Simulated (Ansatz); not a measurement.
**fcc Sr**

Method: r²SCAN in Ansatz (plane waves, PAW).

Settings: plane-wave cutoff 600 eV, 16×16×16 k mesh, Fermi–Dirac smearing 0.1 eV, finite displacements, force constants from a 4×4×4 q mesh, scalar-relativistic PAW data made under PBE.

Cell: relaxed at this level.

For fcc Sr, the zero-point energy comes out as 0.013 eV/atom.

Ansatz is a program for electronic structure.
